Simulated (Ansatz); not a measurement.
We consider cubic perovskite CsSnBr3, described by PBE in Ansatz (PAW).

Settings: plane-wave cutoff 520 eV, 6×6×6 k mesh, Fermi–Dirac smearing 0.01 eV, scalar-relativistic PAW data made under PBE.

Energies at three volumes about the minimum:

```tsv
V (Å³/atom)	E − E_lowest (meV/atom)
40.182	1.03
41.002	0.00
41.822	0.95
```

Q: Fit a parabola by hand: where is the minimum, what lattice constant follows, and what is the bulk modulus?

A: Slopes: (0.00 − 1.03)/(41.002 − 40.182) = -1.256 and (0.95 − 0.00)/(41.822 − 41.002) = 1.159 meV/Å³. Curvature E″ = 2 × (1.159 − (-1.256))/(41.822 − 40.182) = 2.945 meV/Å⁶. From the middle of the first interval, the slope vanishes at V0 = 40.5920 − (-1.256)/2.945 = 41.018 Å³/atom. B = V0 E″ = 41.018 × 2.945 meV/Å³ × 0.1602 GPa per meV/Å³ = 19.4 GPa. With 5 atoms in the cube, a = (5 × 41.018)^(1/3) = 5.897 Å. The full Birch–Murnaghan fit to all volumes gives V0 = 41.002 Å³/atom and B0 = 19.3 GPa.

Note: the relaxation could not lower the start's symmetry, so the cell can be a saddle point above a distorted one.

Ansatz is an electronic-structure program.
